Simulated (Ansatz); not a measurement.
Input file:

```yaml
crystal:
  periodic: [false, false, false]
  atoms:
    - {symbol: Al, position_ang: [0.000000, 0.000000, -0.445118]}
    - {symbol: Na, position_ang: [0.000000, 0.000000, 2.530615]}
    - {symbol: H, position_ang: [0.000000, 0.000000, -2.085498]}
basis:
  gaussian: {orbitals: cc-pVDZ}
magnetization: {spin_polarized: false, initial_magnetization: 1}
correlation: {method: fci, electrons: outside_noble_gas}
```

```sh
$ ansatz run in.yaml --threads 1 --pin off --events-out ev --progress --plain --max-ram 2393MiB
```

The program prints:

```
737 factors; integrals over basis functions are off by at most 1.2e-7 eV
mean field evaluation 1: about -11000.9576 eV, gradient 6.6e0 eV
mean field evaluation 2: about -11000.9635 eV, gradient 6.6e0 eV
mean field evaluation 4: about -11001.4615 eV, gradient 4.0e-1 eV
mean field evaluation 8: about -11001.4644 eV, gradient 1.6e-4 eV
mean field evaluation 16: about -11001.5491 eV, gradient 2.0e-2 eV
mean field evaluation 32: about -10993.2263 eV, gradient 6.8e0 eV
mean field evaluation 64: about -11001.5420 eV, gradient 5.5e-1 eV
mean field evaluation 96: about -11000.9576 eV, gradient 6.6e0 eV
mean field -11001.54790349 eV, -404.2994283363 hartree, gradient 1.7e-6 eV, S^2 0.750000; 11 other end points of the search recorded, 0 dependent functions left out
mean field evaluation 128: about -11001.5149 eV, gradient 1.6e-1 eV
mean field evaluation 160: about -11001.5977 eV, gradient 6.2e-1 eV
determinant -11001.54790349 eV, -404.2994283363 hartree, with singles and doubles -11003.79831000 eV, -404.3821292501 hartree
determinant -11001.46436605 eV, -404.2963583918 hartree, with singles and doubles -11003.54827409 eV, -404.3729405999 hartree
determinant -10998.27132033 eV, -404.1790161259 hartree, with singles and doubles -11000.68202379 eV, -404.2676078440 hartree
determinant -11001.54790349 eV, -404.2994283363 hartree, with singles and doubles -11003.78762911 eV, -404.3817367348 hartree
determinant -11001.46436605 eV, -404.2963583918 hartree, with singles and doubles -11003.54600339 eV, -404.3728571533 hartree
10 core orbitals not correlated: weight in the atoms' cores, before any rotation towards them, 1.000 or more for the frozen orbitals, at most 0.000 for the correlated occupied ones
reference -11001.54790349 eV, -404.2994283363 hartree; 3, 2 occupied and 28, 29 virtual orbitals, 737 factors
state -11003.86639452 eV, -404.3846313101 hartree
Total energy: -11003.86639452 eV, -404.3846313101 hartree
```

Natural occupations: 1.9459 1.8875 0.9762 0.0479 0.0445 0.0203 0.0166 0.0129 0.0107 0.0087 0.0079 0.0073 0.0048 0.0022 0.0016 0.0013 0.0009 0.0007 0.0005 0.0005 0.0004 0.0003 0.0002 0.0001.

Ran on 1 thread of Arm Neoverse V1, shared host: 12 s wall, 0.17 GiB peak host memory.
